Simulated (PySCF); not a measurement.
Species: C4H5NS.
SMILES: `C[C@@]1(C#N)CS1`

Vertical excitations from PySCF (density fitting, frozen core in the response, grid level 2 and gas phase unless stated; continuum runs use non-equilibrium linear response for the excitations) on a GFN2-xTB geometry. Reference run:

```tsv
settings	S1, eV (f)	S2, eV (f)	S3, eV (f)	S4, eV (f)	S5, eV (f)	S6, eV (f)	T1, eV (Tamm–Dancoff)	mean α (au)
PBE0/def2-SVPD, full TDDFT, 6 singlets	4.50 (0.002)	6.15 (0.009)	6.56 (0.007)	6.70 (0.041)	6.75 (0.063)	7.07 (0.057)	3.97	68.9
```

What do these settings give: (1) BHandHLYP/def2-SVPD, TDA, 12 singlets; (2) PBE0/pcSseg-1, grid level 4, TDA, 25 singlets?

| settings | S1, eV (f) | S2, eV (f) | S3, eV (f) | S4, eV (f) | S5, eV (f) | S6, eV (f) | T1, eV (Tamm–Dancoff) | mean α (au) |
| --- | --- | --- | --- | --- | --- | --- | --- | --- |
| BHandHLYP/def2-SVPD, TDA, 12 singlets | 4.73 (0.001) | 6.49 (0.013) | 7.07 (0.042) | 7.11 (0.066) | 7.30 (0.047) | 7.44 (0.041) | 4.18 | 67.6 |
| PBE0/pcSseg-1, grid level 4, TDA, 25 singlets | 4.59 (0.002) | 6.47 (0.001) | 6.69 (0.003) | 6.91 (0.057) | 7.27 (0.081) | 7.50 (0.008) | 4.02 | 59.8 |

(1) S1 moves by +0.23 eV; functional and response scheme change together, so the shift can't be laid on one. (2) S1 moves by +0.09 eV; basis and response scheme change together, so the shift can't be laid on one. States are counted by energy in each run and needn't keep their character from row to row.

Give the leading configurations of S1 (H = HOMO, L = LUMO) and the HOMO–LUMO gap of each run.

```csv
settings,S1 configurations (weight),S1 (eV),orbital gap (eV),S1 − gap (eV)
"PBE0/def2-SVPD, full TDDFT, 6 singlets",H→L 0.98,4.50,6.20,-1.70
"BHandHLYP/def2-SVPD, TDA, 12 singlets",H→L 0.94,4.73,8.34,-3.61
"PBE0/pcSseg-1, grid level 4, TDA, 25 singlets",H→L 0.98,4.59,6.30,-1.71
```

